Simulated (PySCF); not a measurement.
Process, species as SMILES: F[Si]F (closed-shell singlet) + 3 [H][H] (H2) → 2 F (HF) + [SiH4] (SiH4)
B3LYP-D3(BJ)/def2-TZVP geometries, fixed; electronic energies without zero-point terms.
Largest species:
```
Si
H 1 1.4803
H 1 1.4803 2 109.47
H 1 1.4803 2 109.47 3 -120.00
H 1 1.4803 2 109.47 4 -120.00
```

How fast the energy of full hydrogenation converges with the basis for several methods (PySCF): deviation from each method's own reference, in kcal/mol. References: B3LYP 21.51 kcal/mol, the value in def2-QZVPPD; HF 14.23 kcal/mol, the value in def2-QZVPPD; PBE 17.87 kcal/mol, the value in def2-QZVPPD. All functions are spherical. Density fitting with generated auxiliary sets. In sets without p functions on hydrogen, species with hydrogen take exact integrals. No added dispersion term, no relativity. 

| basis | functions | B3LYP | HF | PBE |
|---|---|---|---|---|
| def2-SV(P) | 46 | 13.65 | 6.58 | … |
| 6-31G** | 46 | 10.89 | 1.32 | … |
| pcseg-1 | 46 | -4.92 | -12.96 | … |
| cc-pV(D+d)Z | 51 | -0.66 | -12.37 | … |
| 6-31+G* | 58 | 2.56 | 1.42 | … |
| cc-pV(T+d)Z | 99 | 3.44 | -0.33 | … |
| jun-cc-pV(T+d)Z | 126 | -1.71 | -2.30 | … |
| def2-QZVP | 190 | 0.61 | 0.14 | … |

Question: Fill in the missing entries.

Answer: 
- def2-SV(P), PBE: 16.80
- 6-31G**, PBE: 12.91
- pcseg-1, PBE: -2.58
- cc-pV(D+d)Z, PBE: 2.72
- 6-31+G*, PBE: 2.84
- cc-pV(T+d)Z, PBE: 4.59
- jun-cc-pV(T+d)Z, PBE: -1.60
- def2-QZVP, PBE: 0.83

Mean absolute deviation over cc-pV(T+d)Z, jun-cc-pV(T+d)Z: HF 1.31, B3LYP 2.57, PBE 3.09 kcal/mol.
